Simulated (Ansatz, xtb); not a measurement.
AlBH5Si: where a starting geometry ends

The starting geometry of this gas-phase doublet was built from a drawn formula by distance geometry and a force field; its bonds are those of `[BH][SiH2][AlH2]`.

```xyz
8

Al   -0.5302   -0.6426   -0.3247
B    -1.4693    1.0099    2.5898
Si    0.1251    0.4388    1.6739
H    -2.2711    0.2335    2.9127
H     0.9670    1.5605    1.3470
H     0.8576   -0.5353    2.5112
H    -1.2295   -2.0963   -0.2114
H    -1.0900    0.2634   -1.5235
```

Question: Predict what becomes of its bonds when it is optimised with r2SCAN-D4/def2-SVP.

Answer: It rearranges to `[AlH2][BH][SiH2]`. Contacts that open: Al1–Si3 (2.36 → 3.56 Å). Contacts that close: Al1–B2 (3.48 → 2.10 Å).

The energy falls by 1.20 eV over 30 steps:

| step | E − E(last) (eV) |
| --- | --- |
| 1 | 1.198 |
| 4 | 0.769 |
| 7 | 0.701 |
| 11 | 0.279 |
| 14 | 0.122 |
| 17 | 0.090 |
| 20 | 0.051 |
| 24 | 0.007 |
| 27 | 0.000 |
| 30 | 0.000 |

Final geometry (Å):

```yaml
atoms:
  - { symbol: Al, position_ang: [-1.6135, -0.4833, -0.2971] }
  - { symbol: B, position_ang: [-1.1039, 0.0608, 1.6652] }
  - { symbol: Si, position_ang: [0.6762, 0.5129, 2.2441] }
  - { symbol: H, position_ang: [-1.9363, 0.1142, 2.5473] }
  - { symbol: H, position_ang: [1.8752, 0.5224, 1.3522] }
  - { symbol: H, position_ang: [1.0903, 0.9054, 3.6262] }
  - { symbol: H, position_ang: [-1.5838, -2.0078, -0.7789] }
  - { symbol: H, position_ang: [-2.0444, 0.6072, -1.3840] }
```

From the same start GFN2-xTB reaches the same bonding as this run.

The end wasn't checked by frequencies. Open shells are spin-unrestricted. Run with Ansatz 0.2.0, 110 s on 1 thread of Intel(R) Xeon(R) 6975P-C (Granite Rapids), with other jobs on the host.
